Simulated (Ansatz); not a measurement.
A nudged elastic band was laid between two geometries of CH₂NaS (5 atoms, charge 0, multiplicity 2).

Level of theory: UKS r2SCANh-D4/6-31G* in Ansatz.

* movable images: 5
* climbing image: yes
* spring: 5.0 eV/Å²
* optimiser: quadratic models (default)
* start path: IDPP
* force threshold: 0.05 eV/Å
* iteration limit: 10
* end points: relaxed

Image 0:

```xyz
5
Properties=species:S:1:pos:R:3
C -0.404 0.130 -0.228
S 0.685 1.126 0.691
Na 1.462 -1.269 0.645
H -0.383 0.176 -1.317
H -1.360 -0.163 0.208
```

Image 6:

```xyz
5
Properties=species:S:1:pos:R:3
C -0.405 0.129 -0.228
S 0.681 1.121 0.698
Na 1.474 -1.269 0.641
H -1.361 -0.169 0.206
H -0.389 0.188 -1.317
```

Problem. What changes between the two ends?

Solution. No bond is made or broken. The dihedral H4–C1–S2–Na3 goes from -104 to 104°. The two ends are copies of one structure, up to a mirror image or an exchange of like atoms.

Problem. What energy profile does the band end with?

Solution. The forces met the threshold. The highest image is number 3 of 0 to 6, 0.261 eV above the ends, which have the same energy within 2 meV. Another band between the same ends (5 images) ends at a top of the same energy, where a vibrational analysis finds 1 clearly imaginary mode.

```csv
image,path coordinate (Å),energy (eV),dihedral H4–C1–S2–Na3 (°)
0,0.00,0.000,-104
1,0.57,0.040,-74
2,1.14,0.168,-43
3,1.71,0.261,0
4,2.29,0.168,43
5,2.86,0.039,74
6,3.43,0.000,104
```

Problem. What is the geometry of the highest image?

Solution. 
```xyz
5
Properties=species:S:1:pos:R:3:forces:R:3
C -0.582 0.117 -0.056 0.00 0.01 0.01
S 0.450 0.589 1.260 -0.01 0.00 -0.01
Na 2.021 -0.645 -0.212 0.01 0.00 0.00
H -0.259 -0.454 -0.934 0.00 0.00 0.00
H -1.630 0.394 -0.058 0.00 0.00 0.00
```

The band took 5 iterations and about 2.6 core-minutes.

The run took 2.6 min on 1 thread of Arm Neoverse V2 (shared host), peak memory 0.2 GiB.
